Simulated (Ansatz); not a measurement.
Mulliken charges of `C[SiH2]N` from B3LYP/def2-TZVPP in Ansatz (PBE0-D4/def2-TZVP geometry).

```json
{"atom": "C1", "x (Å)": "-1.164", "y (Å)": "0.524", "z (Å)": "-0.550", "charge (e)": "-0.368"}
{"atom": "Si2", "x (Å)": "0.201", "y (Å)": "-0.665", "z (Å)": "-0.077", "charge (e)": "0.431"}
{"atom": "N3", "x (Å)": "1.478", "y (Å)": "-0.021", "z (Å)": "0.880", "charge (e)": "-0.412"}
{"atom": "H4", "x (Å)": "-1.922", "y (Å)": "0.016", "z (Å)": "-1.155", "charge (e)": "0.094"}
{"atom": "H5", "x (Å)": "-0.773", "y (Å)": "1.361", "z (Å)": "-1.134", "charge (e)": "0.090"}
{"atom": "H6", "x (Å)": "-1.658", "y (Å)": "0.931", "z (Å)": "0.336", "charge (e)": "0.090"}
{"atom": "H7", "x (Å)": "0.818", "y (Å)": "-1.192", "z (Å)": "-1.325", "charge (e)": "-0.094"}
{"atom": "H8", "x (Å)": "-0.399", "y (Å)": "-1.784", "z (Å)": "0.701", "charge (e)": "-0.094"}
{"atom": "H9", "x (Å)": "2.165", "y (Å)": "0.593", "z (Å)": "0.474", "charge (e)": "0.132"}
{"atom": "H10", "x (Å)": "1.336", "y (Å)": "0.187", "z (Å)": "1.854", "charge (e)": "0.132"}
```

Q: By hand: the dipole of these point charges (1 e Å = 4.8032 D).

A: Σ q r = (-0.071, 0.120, -0.008) e Å, of length 0.140 e Å = 0.67 D.

Q: How does the dipole of the full density compare? (Estimate.)

A: Ansatz gave: (0.009, 0.296, 0.092) e Å, 1.49 D; the point charges give 0.45 times that, at 38° from its direction.

Point charges leave out the atoms' own dipoles, such as those of lone pairs, and Mulliken's split depends on the basis, so the two needn't agree.

B3LYP here is the variant with VWN-RPA as its local correlation; programs differ in this.
